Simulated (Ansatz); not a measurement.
Complex (SMILES): C (CH4) with F (HF), atoms 1 to 5 the first; geometry from A24 set, monomers rigid:
```xyz
7

C      0.0000     0.0000     1.7707
H      0.5159    -0.8936     1.4203
H      0.0000     0.0000     2.8581
H      0.5159     0.8936     1.4203
H     -1.0319     0.0000     1.4203
H      0.0000     0.0000    -0.5488
F      0.0000     0.0000    -1.4680
```

Basis-set convergence of the counterpoise-corrected interaction energy at HF with Ansatz (a first-principles code). Cartesian d functions, on some or all atoms, in 6-31+G*; all else is spherical. No added dispersion term, no relativity. Functions are those of the species that has most. Reference: the value in aug-pcseg-3, -0.25 kcal/mol. Deviations are taken from unrounded values.

```json
[
 {"basis": "6-31+G*", "functions": "48", "counterpoise-corrected interaction energy (kcal/mol)": "0.08", "minus reference (kcal/mol)": "0.33"},
 {"basis": "cc-pVDZ", "functions": "53", "counterpoise-corrected interaction energy (kcal/mol)": "0.20", "minus reference (kcal/mol)": "0.45"},
 {"basis": "6-311+G**", "functions": "74", "counterpoise-corrected interaction energy (kcal/mol)": "-0.07", "minus reference (kcal/mol)": "0.19"},
 {"basis": "def2-SVPD", "functions": "83", "counterpoise-corrected interaction energy (kcal/mol)": "-0.09", "minus reference (kcal/mol)": "0.16"},
 {"basis": "6-311++G(2d,2p)", "functions": "104", "counterpoise-corrected interaction energy (kcal/mol)": "-0.22", "minus reference (kcal/mol)": "0.03"},
 {"basis": "def2-TZVPD", "functions": "122", "counterpoise-corrected interaction energy (kcal/mol)": "-0.21", "minus reference (kcal/mol)": "0.04"},
 {"basis": "cc-pVTZ", "functions": "130", "counterpoise-corrected interaction energy (kcal/mol)": "-0.12", "minus reference (kcal/mol)": "0.13"},
 {"basis": "def2-TZVPPD", "functions": "162", "counterpoise-corrected interaction energy (kcal/mol)": "-0.24", "minus reference (kcal/mol)": "0.01"},
 {"basis": "6-311++G(3df,3pd)", "functions": "168", "counterpoise-corrected interaction energy (kcal/mol)": "-0.23", "minus reference (kcal/mol)": "0.02"},
 {"basis": "cc-pVQZ", "functions": "260", "counterpoise-corrected interaction energy (kcal/mol)": "-0.22", "minus reference (kcal/mol)": "0.03"},
 {"basis": "def2-QZVPPD", "functions": "294", "counterpoise-corrected interaction energy (kcal/mol)": "-0.25", "minus reference (kcal/mol)": "0.01"}
]
```

The smallest set listed that lies within 0.1 kcal/mol of the reference with all its larger relatives (same family, alike in diffuse functions; a set with none counts only in the reference's own line) is 6-311++G(2d,2p) (104 functions, 0.03 kcal/mol off). Inside, with no larger relative to test it: cc-pVQZ.
